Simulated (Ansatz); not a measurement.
# BNH (quartet): wave-function methods side by side at scale of all distances = 1.749, 6-31G

How much of the correlation energy of BNH (quartet) does each wave-function method recover here?

Method: 6-31G, core rule «outside noble gas», up to 2 orbitals frozen; program: Ansatz 0.2.0, Gaussian basis.

To be run: UHF; CCSD(T) on ROHF; CCSD(T) on UHF; BCCD(T) on ROHF; CISD; CCSDT(Q) on ROHF; CCSDT(Q) on UHF; CCSDTQ on ROHF; CASSCF and MRCISD+Q, 5 electrons in 5 orbitals; CASSCF and NEVPT2, 5 electrons in 5 orbitals; CASSCF and MRCISD+Q, 9 electrons in 9 orbitals; CASSCF and NEVPT2, 9 electrons in 9 orbitals; Full CI.

19 further runs of the same task are left out: 1 for a known fault of the program, 14 that didn't finish, 4 set aside as unsound or not needed.

### Step 1. The system

The geometry derives from a PBE0/def2-TZVP stationary point (not a proven minimum). All distances are scaled together.

3 atoms, charge 0, spin multiplicity 4.

Atoms are counted from 1 here; the program's logs count them from 0.

No contacts short enough for the rule that draws bonds.

Coordinates:

| atom | x (Å) | y (Å) | z (Å) |
| --- | --- | --- | --- |
| B1 | 0.00000 | 0.13949 | 1.51074 |
| N2 | 0.00000 | -0.20571 | -1.02828 |
| H3 | 0.00000 | 1.36255 | -1.91458 |

### Step 2. UHF

The input, in.yaml:

```yaml
crystal:
  periodic: [false, false, false]
  atoms:
    - {symbol: B, position_ang: [0.000000, 0.139486, 1.510743]}
    - {symbol: N, position_ang: [0.000000, -0.205712, -1.028284]}
    - {symbol: H, position_ang: [0.000000, 1.362549, -1.914576]}
basis:
  gaussian: {orbitals: 6-31G}
magnetization: {spin_polarized: true, initial_magnetization: 3}
hamiltonian: {xc: hf}
output: {orbitals: {seedname: orbitals}}
```

Started as:

```
$ ansatz run in.yaml --threads 1 --pin off --events-out ev --progress --plain --max-ram 2393MiB
```

After this run come: CCSD(T) on ROHF; CCSD(T) on UHF; BCCD(T) on ROHF; CISD; CCSDT(Q) on ROHF; CCSDT(Q) on UHF; CCSDTQ on ROHF; CASSCF and MRCISD+Q, 5 electrons in 5 orbitals; CASSCF and NEVPT2, 5 electrons in 5 orbitals; CASSCF and MRCISD+Q, 9 electrons in 9 orbitals; CASSCF and NEVPT2, 9 electrons in 9 orbitals; Full CI.

Q: Predict the results of all the runs planned. Wanted: FCI below the RHF energy; RMP2 from FCI; UMP2 from FCI; RCCSD from FCI; RCCSD(T) from FCI; UCCSD(T) from FCI; RCCSDT(Q) from FCI; UCCSDT(Q) from FCI; NEVPT2 pair from FCI.

As calculated:

| quantity | value |
| --- | --- |
| FCI below the RHF energy | -4.7261 eV |
| RMP2 from FCI | +1738.4 meV |
| UMP2 from FCI | +1250.7 meV |
| RCCSD from FCI | +128.7 meV |
| RCCSD(T) from FCI | +30.8 meV |
| UCCSD(T) from FCI | +42.9 meV |
| RCCSDT(Q) from FCI | +0.3 meV |
| UCCSDT(Q) from FCI | +1.1 meV |
| NEVPT2 pair from FCI | +869.4 meV |
| MRCISD+Q pair from FCI | -28.8 meV |
| NEVPT2 valence from FCI | +423.5 meV |
| levels within 1 kcal/mol (43 meV) | RCCSD(T), UCCSD(T), BCCD(T), RCCSDT, UCCSDT, RCCSDT(Q), UCCSDT(Q), RCCSDTQ, MRCISD+Q pair, MRCISD+Q valence |
| T1 diagnostic | 0.063 |
| effectively unpaired electrons | 3.60 |

What this shows: RCCSD(T) misses by +30.8 meV, 0.7 % of the correlation energy. MRCISD+Q pair falls below full CI: the +Q correction isn't variational, and the cores differ from full CI's. The occupations show some static correlation. Of the multireference levels listed MRCISD+Q valence comes nearest in total energy (+15.7 meV), which doesn't show that its space is the better one. These misses are within one basis, not against nature; the frozen cores of restricted and unrestricted runs differ, which can shift their rows.
